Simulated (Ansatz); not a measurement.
**NOF (nitrosyl fluoride) at 6 levels**

Wanted: a comparison of 6 runs (PBE/STO-3G, UPBE0/STO-3G, wB97M-V/STO-3G, wB97X/STO-3G, MP2/STO-3G, CCSD(T)/STO-3G) of NOF (nitrosyl fluoride). 

Program for the calculation: Ansatz 0.2.0.

63 further runs of the same task are left out: 16 that didn't finish, 47 set aside as unsound or not needed.

### Step 1. The molecule

NOF has 3 atoms, charge 0, and is taken as a singlet. SMILES: `O=NF`. The N2–O1 distance was set to 1.690 Å, away from the relaxed value.

Bond lengths: N2–F3 1.483 Å. A long bond or contact: O1–N2 1.690 Å.

### Step 2. The energy at PBE/STO-3G (run 1)

The input, job.yaml:

```yaml
crystal:
  periodic: [false, false, false]
  atoms:
    - {symbol: O, position_ang: [1.228053, 0.605718, 0.742151]}
    - {symbol: N, position_ang: [0.148930, -0.482540, 0.029910]}
    - {symbol: F, position_ang: [-1.017290, 0.239580, -0.534650]}
basis:
  gaussian:
    orbitals: STO-3G
hamiltonian:
  xc: {name: PBE}
accuracy: high
```

Started as:

```bash
$ ansatz run job.yaml --threads 1 --pin off --max-ram 3480MiB --events-out events.jsonl --progress --plain --runs-dir runs
```

The program printed:

```text
Warning: RAYON_NUM_THREADS=1 ignored (pool sized by the plan → 1); use --threads N
Functional definition: PBE
  name "PBE"
  parameter kappa = 0.804
  parameter beta = 0.06672455060314922
  exchange = pbe_x(kappa = kappa, mu = beta*pi^2/3)
  correlation = pbe_c(beta = beta)
250 factors; integrals over basis functions are off by at most 4.3e-8 eV
mean field evaluation 1: about -6148.5290 eV, gradient 4.5e1 eV
mean field evaluation 2: about -5973.7796 eV, gradient 1.1e2 eV
mean field evaluation 4: about -6123.3260 eV, gradient 6.6e1 eV
mean field evaluation 8: about -6155.8573 eV, gradient 9.9e-2 eV
mean field evaluation 16: about -6141.1343 eV, gradient 4.4e1 eV
mean field evaluation 32: about -6149.9878 eV, gradient 6.6e0 eV
mean field -6155.77945557 eV, -226.2207224550 hartree, gradient 5.8e-8 eV, S^2 0.000000; 3 other end points of the search recorded, 0 dependent functions left out
reference -6155.77945633 eV, -226.2207224828 hartree; 12, 12 occupied and 3, 3 virtual orbitals, 250 factors
Total energy: -6155.77945633 eV, -226.2207224828 hartree
```

Wall time 0.85 s (1 thread of Intel Xeon Platinum 8488C (Sapphire Rapids), shared host).

### Step 3. A single-point energy at UPBE0/STO-3G (run 2)

The input, molecule.yaml:

```yaml
basis:
  gaussian: {orbitals: STO-3G}
crystal:
  periodic: [false, false, false]
  atoms:
    - {symbol: O, position_ang: [1.228053, 0.605718, 0.742151]}
    - {symbol: "N", position_ang: [0.148930, -0.482540, 0.029910]}
    - {symbol: F, position_ang: [-1.017290, 0.239580, -0.534650]}
magnetization: {spin_polarized: true}
hamiltonian: {xc: pbe0}
accuracy: high
```

Started as:

```bash
$ ansatz run molecule.yaml --threads 1 --pin off --max-ram 3480MiB --events-out events.jsonl --progress --plain --runs-dir runs
```

The program printed:

```text
Warning: RAYON_NUM_THREADS=1 ignored (pool sized by the plan → 1); use --threads N
Functional definition: PBE0
  name "PBE0"
  parameter a = 0.25
  parameter kappa = 0.804
  parameter beta = 0.06672455060314922
  exchange = (1 - a)*pbe_x(kappa = kappa, mu = beta*pi^2/3) + a*exact_x
  correlation = pbe_c(beta = beta)
250 factors; integrals over basis functions are off by at most 4.3e-8 eV
mean field evaluation 1: about -6147.2765 eV, gradient 3.4e1 eV
mean field evaluation 2: about -5982.2783 eV, gradient 8.8e1 eV
mean field evaluation 4: about -6129.4301 eV, gradient 4.6e1 eV
mean field evaluation 8: about -6155.0325 eV, gradient 2.2e-1 eV
mean field evaluation 16: about -6155.2957 eV, gradient 1.6e0 eV
mean field evaluation 32: about -6156.0290 eV, gradient 5.5e-7 eV
mean field evaluation 64: about -6156.0290 eV, gradient 7.2e-7 eV
mean field -6156.02900324 eV, -226.2298931629 hartree, gradient 6.4e-8 eV, S^2 0.895191; 6 other end points of the search recorded, 0 dependent functions left out
reference -6156.02900382 eV, -226.2298931842 hartree; 12, 12 occupied and 3, 3 virtual orbitals, 250 factors
Total energy: -6156.02900382 eV, -226.2298931842 hartree
```

Wall time 2.8 s (1 thread of Intel Xeon Platinum 8488C (Sapphire Rapids), shared host); peak memory 0.12 GiB.

Runs 3 to 5 aren't shown in full; the table further down has their settings and results.

### Step 4. A single-point energy at CCSD(T)/STO-3G (run 6)

The input, in.yaml:

```yaml
crystal:
  periodic: [false, false, false]
  atoms:
    - {symbol: O, position_ang: [1.228053, 0.605718, 0.742151]}
    - {symbol: "N", position_ang: [0.148930, -0.482540, 0.029910]}
    - {symbol: F, position_ang: [-1.017290, 0.239580, -0.534650]}
basis:
  gaussian:
    orbitals: STO-3G
correlation:
  method: ccsd_t
  frozen_orbitals: {F: 1, "N": 1, O: 1}
accuracy: high
scf:
  omitted_lower_state_checks: [cluster_reference, increment]
```

Started as:

```bash
$ ansatz run in.yaml --threads 1 --pin off --max-ram 3480MiB --events-out events.jsonl --progress --plain --runs-dir runs
```

The program printed:

```text
Warning: RAYON_NUM_THREADS=1 ignored (pool sized by the plan → 1); use --threads N
[... 16 lines left out ...]
3 core orbitals not correlated: weight in the atoms' cores, before any rotation towards them, 1.000 or more for the frozen orbitals, at most 0.000 for the correlated occupied ones
[... 39 lines left out ...]
WARN: these amplitudes may be one of several solutions (largest doubles amplitude 0.54, level shift 0.00 eV)
Total energy: -6141.55502528 eV, -225.6979842836 hartree
Checks for a lower state left out: cluster_reference, increment
```

It took 0.34 s on 1 thread of Intel Xeon Platinum 8488C (Sapphire Rapids), shared host.

### Step 5. Overview of the runs

| run | level | frozen core orbitals | energy (Eh) | wall time |
| --- | --- | --- | --- | --- |
| 1 | PBE/STO-3G | – | -226.220722 | 0.85 s |
| 2 | UPBE0/STO-3G | – | -226.229893 | 2.8 s |
| 3 | wB97M-V/STO-3G | – | -226.397822 | 5.7 s |
| 4 | wB97X/STO-3G | – | -226.355445 | 4.2 s |
| 5 | MP2/STO-3G | 3 | -225.481139 | 0.26 s |
| 6 | CCSD(T)/STO-3G | 3 | -225.697984 | 0.34 s |

### Step 6. What came out

| quantity | value |
| --- | --- |
| run 6: total energy | -225.69798 Eh |
| run 6: correlation energy (3 core orbitals frozen) | -370.5 mEh |
| run 6: (T) correction | -81.81 mEh |
| run 6: T1 diagnostic | 0.167 |

Totals of different functionals can't be ranked against each other. In run 6 the T1 diagnostic is large, so a single reference may not serve. In runs 5, 6 the log says that unrestricted orbitals would lower the reference, so the values rest on an unstable closed-shell determinant (other closed-shell runs at this shape may share the fault). In runs 1, 2, 3, 4, 5, 6 the basis is minimal, so the values are rough. Spin contamination of the reference: run 2 ⟨S²⟩ = 0.90. Where it is this large, the reference is a mixture of spin states, and values that rest on it are in doubt. All runs together took 14 s, the longest 5.7 s.
